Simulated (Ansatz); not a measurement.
Hf2Cl: from a trial structure to a relaxed crystal

These are results of DFT PBE, scalar-relativistic, plane waves, PAW (Ansatz 0.2.0), not measurements. Cutoff 420 eV, Γ-centred k mesh, Gaussian smearing, no spin polarisation in the final step.

Hf2Cl was placed on the anti-rutile structure type (P4_2/mnm, No. 136), with Cl in place of Ti, Hf in place of O, at a guessed volume.

```
CELL_PARAMETERS angstrom
5.98737 0.00000 0.00000
0.00000 5.98737 0.00000
0.00000 0.00000 3.85647
ATOMIC_POSITIONS crystal
Hf 0.30600 0.30600 0.00000
Hf 0.19400 0.80600 0.50000
Hf 0.69400 0.69400 0.00000
Hf 0.80600 0.19400 0.50000
Cl 0.00000 0.00000 0.00000
Cl 0.50000 0.50000 0.50000
```

Steps on the 4×4×4 mesh (6 atoms). 7 of 7 steps are shown, and the free energy counts from the last. Trial steps that were taken back and renewals of the plane-wave basis can be among the rows.

```
step  ΔF (meV/atom) V (Å³/atom) P (GPa) largest force component (eV/Å)
   1          149.8        23.04    -8.89                           0.423
   2           38.6        20.04     2.21                           0.278
   3           13.8        20.21     0.95                           0.000
   4            1.6        20.39     0.51                           0.087
   5            1.3        20.64    -0.43                           0.048
   6           -0.3        20.53    -0.02                           0.001
   7            0.0        20.53    -0.02                           0.001
```

A final relaxation ran on a 6×6×12 mesh. The relaxed crystal, P4_2/mnm (No. 136):

```cif
data_structure
_symmetry_space_group_name_H-M 'P4_2/mnm'
_symmetry_Int_Tables_number 136
_cell_length_a 6.1654
_cell_length_b 6.1654
_cell_length_c 3.2452
_cell_angle_alpha 90.000
_cell_angle_beta 90.000
_cell_angle_gamma 90.000
_cell_volume 123.36
loop_
_atom_site_label
_atom_site_type_symbol
_atom_site_symmetry_multiplicity
_atom_site_Wyckoff_symbol
_atom_site_fract_x
_atom_site_fract_y
_atom_site_fract_z
_atom_site_occupancy
Hf1 Hf 4 f 0.27444 0.27444 0.00000 1
Cl1 Cl 2 a 0.00000 0.00000 0.00000 1
```

```yaml
Volume_per_atom: 20.56 Å³
Density: 10.57 g/cm³
Energy_over_the_elements: 0.07 eV/atom
Gap_on_the_6×6×12_mesh: 0 eV (a metal)
```

The zero of energy is the elements' standard structures at the same level (Cl₂ as a molecule); no fitted shifts are applied.

The final run used a 6×6×12 mesh on its 6-atom cell and 0.10 eV smearing. The k mesh leaves about 4 meV/atom of noise in metals. Spin–orbit coupling is left out.

A structure relaxed within its symmetry needn't be a true minimum.

Cost: 4 runs of about 6.7 core-minutes in all, on Intel Xeon Platinum 8488C (Sapphire Rapids) (shared hosts).